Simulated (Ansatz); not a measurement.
C2H7N, SMILES `CNC` (charge 0, multiplicity 1).

All values below come from r2SCAN/cc-pVTZ // PBE0-D3(BJ)/def2-TZVP (Ansatz, a first-principles code).

Ansatz 0.2 input:
```yaml
crystal:
  periodic: [false, false, false]
  atoms:
    - { symbol: C, position_ang: [1.153135, 0.358837, 0.039173] }
    - { symbol: N, position_ang: [0.142122, -0.652729, 0.242706] }
    - { symbol: C, position_ang: [-1.157161, -0.249055, -0.242832] }
    - { symbol: H, position_ang: [1.312734, 0.50324, -1.033465] }
    - { symbol: H, position_ang: [2.100616, 0.031931, 0.472165] }
    - { symbol: H, position_ang: [0.896261, 1.342568, 0.46889] }
    - { symbol: H, position_ang: [0.083675, -0.886263, 1.22494] }
    - { symbol: H, position_ang: [-1.120544, -0.137011, -1.330482] }
    - { symbol: H, position_ang: [-1.896406, -1.019777, -0.015729] }
    - { symbol: H, position_ang: [-1.514431, 0.708259, 0.17463] }
basis:
  gaussian: { orbitals: cc-pVTZ }
hamiltonian:
  xc: r2scan
```

Output:

```
Functional definition: r2SCAN
923 factors; their error is unknown
mean field evaluation 1: about -3667.3935 eV, gradient 6.5e1 eV
mean field evaluation 2: about -3656.5891 eV, gradient 9.3e1 eV
mean field evaluation 4: about -3676.8987 eV, gradient 5.4e0 eV
mean field evaluation 8: about -3676.9578 eV, gradient 5.6e-2 eV
mean field evaluation 16: about -3676.9354 eV, gradient 5.8e-5 eV
mean field -3676.93543513 eV, -135.1248849246 hartree, gradient 5.8e-5 eV, S^2 0.000000; 0 other end points of the search recorded, 0 dependent functions left out
reference -3676.93544566 eV, -135.1248853118 hartree; 13, 13 occupied and 175, 175 virtual orbitals, 923 factors
Total energy: -3676.93544566 eV, -135.1248853118 hartree
```
